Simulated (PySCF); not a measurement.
Molecule: 2-chloro-2-methylbutane (SMILES CCC(C)(C)Cl).

Geometry (Å), atoms numbered from 1 in this order:
```xyz
17

C     0.9161   -1.7928    0.5024
C     0.9782   -0.4005   -0.1000
C    -0.2146    0.5149    0.1806
C    -0.0072    1.8758   -0.4628
C    -1.5448   -0.0939   -0.2297
Cl   -0.2891    0.7965    1.9905
H     1.8515   -2.3381    0.3090
H     0.7731   -1.7376    1.5918
H     0.0940   -2.3910    0.0815
H     1.8848    0.1179    0.2522
H     1.0713   -0.4694   -1.1991
H     0.0305    1.7667   -1.5589
H    -0.8305    2.5585   -0.2093
H     0.9359    2.3293   -0.1262
H    -1.7429   -1.0304    0.3083
H    -1.5368   -0.3070   -1.3113
H    -2.3694    0.6016   -0.0189
```

Geometry PBE0-D3(BJ)/def2-SVP throughout; GIAO in PySCF 2.14.0 with density-fitted response routines, gas phase, one conformer, non-relativistic; equivalent atoms averaged; functional PBE0.

For orientation, STO-3G gives these shifts δ (against TMS, HCl at the same level): C3 65.9, C2 32.9, C4/C5 27.3, C1 18.0, Cl6 83.9, H12/H13/H14/H15/H16/H17 1.23, H10/H11 1.16, H7/H8/H9 0.91 ppm.

A run gave: C3 76.7, C2 42.3, C4/C5 34.2, C1 10.6, Cl6 234.4, H12/H13/H14/H15/H16/H17 1.45, H10/H11 1.64, H7/H8/H9 1.13 ppm (shifts δ (against TMS, HCl at the same level)).

Q: Which basis set was used in that run?
A. 6-31G*
B. 6-311+G(2d,p)
C. IGLO-III
D. 6-31G

A: C. C2 tells them apart best: IGLO-III gives 42.3, 6-311+G(2d,p) gives 40.5, 6-31G* gives 37.9, 6-31G gives 39.0 ppm.
